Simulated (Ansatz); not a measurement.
Geometry optimisation, Ansatz 0.2.0, UKS PBE0/def2-SVP.

Input:

```yaml
crystal:
  periodic: [false, false, false]
  atoms:
    - { symbol: Si, position_ang: [-0.151076, 0.195116, -0.056793] }
    - { symbol: H, position_ang: [-0.006238, 0.473043, 2.588611] }
    - { symbol: H, position_ang: [1.336547, 0.104469, -0.074485] }
    - { symbol: H, position_ang: [-0.634963, 0.978683, -1.241462] }
    - { symbol: H, position_ang: [-0.790256, -1.155269, -0.067272] }
    - { symbol: O, position_ang: [0.280693, -0.464124, 2.658835] }
    - { symbol: H, position_ang: [-0.547707, -0.933019, 2.821066] }
magnetization:
  spin_polarized: true
  initial_magnetization: 1
basis:
  gaussian: { orbitals: def2-SVP }
hamiltonian:
  xc: pbe0
relax:
  f_tol: 0.03
  max_steps: 50
```

Run as:

```bash
$ ansatz run input.yaml --threads 1 --pin off --max-ram 2048MiB --backend cpu --events-out ev --progress --plain --runs-dir out
```

Problem. Where does it end, and by what steps?

Solution. The run converged. The force dipped under the threshold on the way, but the program's further checks kept it going. After 15 steps the energy has fallen by 0.038 eV; H2 moved furthest, 0.44 Å.

```json
{"step": "0", "energy less start (eV)": "0.0000", "largest force component (eV/Å)": "0.770", "accepted": "yes"}
{"step": "1", "energy less start (eV)": "-0.0102", "largest force component (eV/Å)": "1.181", "accepted": "yes"}
{"step": "2", "energy less start (eV)": "0.0001", "largest force component (eV/Å)": "0.599", "accepted": "no"}
{"step": "3", "energy less start (eV)": "-0.0286", "largest force component (eV/Å)": "0.442", "accepted": "yes"}
{"step": "4", "energy less start (eV)": "-0.0349", "largest force component (eV/Å)": "0.119", "accepted": "yes"}
{"step": "5", "energy less start (eV)": "-0.0362", "largest force component (eV/Å)": "0.016", "accepted": "yes"}
{"step": "6", "energy less start (eV)": "-0.0363", "largest force component (eV/Å)": "0.153", "accepted": "yes"}
{"step": "7", "energy less start (eV)": "-0.0367", "largest force component (eV/Å)": "0.067", "accepted": "yes"}
{"step": "8", "energy less start (eV)": "-0.0372", "largest force component (eV/Å)": "0.006", "accepted": "yes"}
{"step": "9", "energy less start (eV)": "-0.0172", "largest force component (eV/Å)": "0.922", "accepted": "no"}
{"step": "10", "energy less start (eV)": "-0.0374", "largest force component (eV/Å)": "0.029", "accepted": "yes"}
{"step": "11", "energy less start (eV)": "-0.0341", "largest force component (eV/Å)": "0.439", "accepted": "no"}
{"step": "12", "energy less start (eV)": "-0.0377", "largest force component (eV/Å)": "0.053", "accepted": "yes"}
{"step": "13", "energy less start (eV)": "-0.0377", "largest force component (eV/Å)": "0.143", "accepted": "no"}
{"step": "14", "energy less start (eV)": "-0.0377", "largest force component (eV/Å)": "0.036", "accepted": "no"}
{"step": "15", "energy less start (eV)": "-0.0378", "largest force component (eV/Å)": "0.009", "accepted": "yes"}
```

```xyz
7
Properties=species:S:1:pos:R:3
Si -0.193 0.206 -0.135
H 0.223 0.393 2.957
H 1.297 0.223 -0.062
H -0.644 0.879 -1.399
H -0.732 -1.187 -0.105
O 0.212 -0.497 2.586
H -0.675 -0.817 2.786
```

Whether the end is a true minimum wasn't checked by a vibrational analysis.

The run took 33 s on 1 thread of Arm Neoverse V1, with other jobs on the host, peak memory 0.12 GiB.
